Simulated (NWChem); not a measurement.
System: SiF4; SMILES F[Si](F)(F)F

Input file for NWChem:

```
start job
memory heap 200 mb stack 900 mb global 1100 mb
geometry units angstroms noautoz
  F      1.359340     0.737951     0.351338
  Si    -0.000018    -0.000010    -0.000001
  F     -1.110115     1.076529    -0.353046
  F     -0.473388    -0.858188     1.247131
  F      0.224137    -0.956338    -1.245425
end
basis spherical
  * library 6-31g*
end
dft
  xc b3lyp
  iterations 150
  mulliken
end
task dft energy
```

The geometry was optimised at PBE0/def2-SVP.

Q: Predict the main results of this run. (B3LYP/6-31G* (spherical d).) Quantities: basis functions; energy (Ha); highest occupied level (eV); orbital gap (eV).

A: 
- number of basis functions = 74
- energy (Ha) = -689.10
- highest occupied level (eV) = -11.90
- orbital gap (eV) = 12.04
